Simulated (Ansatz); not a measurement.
Task: a composite energy at a relaxed geometry of CH3FSi, SMILES C[Si]F, with the Python package of Ansatz (0.2.0). Give the script and its output. Settings (for the species named): PBE0, def2-SVP basis, multiplicity 1.

```xyz
6

C    -0.3082    0.3455   -0.1817
Si    0.4526   -0.5827    1.1460
F     1.4153   -1.6423    0.4567
H    -0.9724    1.1442    0.2143
H     0.3840    0.9157   -0.8183
H    -0.9292   -0.2444   -0.8632
```

Script `ch3fsi_composite.py`:
```python
'''Relax CH3FSi cheaply, then refine its energy.'''

import ansatz as az
from ase import Atoms
import numpy as np


def main() -> None:
    atoms = Atoms(['C', 'Si', 'F', 'H', 'H', 'H'], positions=[
        [-0.3082, 0.3455, -0.1817],
        [0.4526, -0.5827, 1.146],
        [1.4153, -1.6423, 0.4567],
        [-0.9724, 1.1442, 0.2143],
        [0.384, 0.9157, -0.8183],
        [-0.9292, -0.2444, -0.8632],
    ])
    geometry = az.Crystal.molecule_from_ase(atoms)

    setup = (
        geometry.calculation()
        .basis(gaussian='def2-SVP')
        .functional('pbe0')
    )
    symbols = [site.symbol for site in geometry.cartesian_sites]
    start = np.array([site.position_ang for site in geometry.cartesian_sites], dtype=float)
    rep = setup.relax(force_tolerance=0.01).run().report
    end = np.array(rep['positions_ang'])
    print('final positions (A) and the move of each atom')
    for symbol, xyz, old in zip(symbols, end, start):
        print(f'{symbol:2s} {xyz[0]:10.5f} {xyz[1]:10.5f} {xyz[2]:10.5f}   {np.linalg.norm(xyz - old):7.4f}')

    minimum = az.Crystal.molecule()
    for symbol, place in zip(symbols, end):
        minimum = minimum.atom(symbol, place.tolist())
    at_minimum = minimum.calculation()
    # MP2 extrapolated to the basis limit, plus the small-basis difference CCSD(T) - MP2
    level = lambda method, basis: at_minimum.basis(gaussian=basis).correlation(method).run().report
    small, large, cluster = level('mp2', 'cc-pVDZ'), level('mp2', 'cc-pVTZ'), level('ccsd_t', 'cc-pVDZ')
    corr = lambda each: (each['free_energy_ev'] - each['reference_energy_ev']) / 27.211386246
    mp2_limit = (27 * corr(large) - 8 * corr(small)) / 19
    pieces = {'HF / cc-pVTZ': large['reference_energy_ev'] / 27.211386246, 'MP2 correlation, DZ-TZ limit': mp2_limit, 'CCSD(T) - MP2 / cc-pVDZ': corr(cluster) - corr(small)}
    for name, value in pieces.items():
        print(f'{name:32s} {value:14.6f} Ha')
    print(f'{"sum":32s} {sum(pieces.values()):14.6f} Ha')
    print('T1 diagnostic', round(cluster['correlation']['coupled_cluster']['t1_diagnostic'], 4))


if __name__ == '__main__':
    main()
```

Running `python ch3fsi_composite.py` prints:
```text
final positions (A) and the move of each atom
C    -0.33486    0.39006   -0.17327    0.0526
Si    0.46515   -0.57939    1.24561    0.1004
F     1.37252   -1.60496    0.33552    0.1338
H    -1.02534    1.17273    0.17674    0.0709
H     0.45018    0.85910   -0.79421    0.0904
H    -0.88556   -0.30154   -0.83660    0.0767
HF / cc-pVTZ                        -428.070950 Ha
MP2 correlation, DZ-TZ limit          -0.581073 Ha
CCSD(T) - MP2 / cc-pVDZ               -0.042938 Ha
sum                                 -428.694961 Ha
T1 diagnostic 0.0142
```

Notes:
- Total energies depend on the basis set; only differences at equal settings carry meaning.
- The sum leaves out core correlation, relativity, the Hartree-Fock basis error and zero-point energy; a DZ-TZ extrapolation is rough.
- Inner cores stay frozen, so this is valence correlation.
- For Al to Cl the sets with a tight d function, cc-pV(X+d)Z, are usual.
- An extrapolation from small basis sets is rough.
- Hardware and time: 14 s on 1 thread of Arm Neoverse V1, with other jobs on the host, peak memory 0.28 GiB.
